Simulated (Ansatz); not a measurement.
# HO (doublet): from Hartree-Fock to the top rungs, cc-pVQZ

One table from this session's results is given with a row withheld; the runs are named, their logs left out.

The runs use Ansatz 0.2.0, Gaussian basis; cc-pVQZ, core rule «outside noble gas», up to 1 orbitals frozen.

The runs, in order: UHF; CCSD(T) on ROHF; CCSD(T) on UHF; BCCD(T) on ROHF; CCSDT(Q) on ROHF; CCSDT(Q) on UHF; CASSCF and MRCISD+Q, 7 electrons in 5 orbitals; CASSCF and NEVPT2, 7 electrons in 5 orbitals.

10 further runs of the same task are left out: 10 set aside as unsound or not needed.

### What is computed

The geometry is an MP2(full)/6-31G* stationary point (not a proven minimum).

2 atoms, charge 0, spin multiplicity 2.

Atoms are counted from 1 here; the program's logs count them from 0.

Bond lengths: O1–H2 0.979 Å.

The first run:

The input, in.yaml:

```yaml
crystal:
  periodic: [false, false, false]
  atoms:
    - {symbol: O, position_ang: [0.000000, 0.000000, 0.000000]}
    - {symbol: H, position_ang: [0.000000, 0.000000, 0.979070]}
basis:
  gaussian: {orbitals: cc-pVQZ}
magnetization: {spin_polarized: true, initial_magnetization: 1}
hamiltonian: {xc: hf}
output: {orbitals: {seedname: orbitals}}
```

Launch:

```bash
ansatz run in.yaml --threads 1 --pin off --events-out ev --progress --plain --max-ram 3956MiB --backend cpu
```

Steps of the session up to this table: UHF; CCSD(T) on ROHF; CCSD(T) on UHF; BCCD(T) on ROHF; CCSDT(Q) on ROHF; CCSDT(Q) on UHF; CASSCF and MRCISD+Q, 7 electrons in 5 orbitals; CASSCF and NEVPT2, 7 electrons in 5 orbitals.

One table of the session follows, with a row left open; its other results are not shown here.

```
          method  from UCCSDT(Q) (kcal/mol)
            ROHF                    +151.62
             UHF                    +148.48
            RMP2                     +11.39
            UMP2                     +11.71
           RCCSD                      +4.29
           UCCSD                      +4.22
        RCCSD(T)                      +0.35
        UCCSD(T)                      +0.32
         BCCD(T)                      +0.35
          RCCSDT                      +0.17
          UCCSDT                      +0.14
       RCCSDT(Q)                      +0.04
       UCCSDT(Q)                          0
  CASSCF valence                    +135.71
  NEVPT2 valence                     +18.69
  MRCISD valence                      +7.05
MRCISD+Q valence                          ?
```

Estimate the missing values for MRCISD+Q valence.

**Answer.** from UCCSDT(Q) (kcal/mol): +1.38. In the column «from UCCSDT(Q) (kcal/mol)» it lies between BCCD(T) (+0.35) and UCCSD (+4.22).

With the free atoms at the same levels and basis (separate runs), the atomisation energy is 4.576 eV at UCCSDT(Q), 4.574 eV at RCCSD(T), 4.573 eV at UCCSD(T), 2.984 eV at ROHF.

Limits of these values: Restricted and unrestricted rows rest on different reference determinants; where their highest levels disagree by more than a few hundredths of an eV, they describe different states and don't form one ladder.
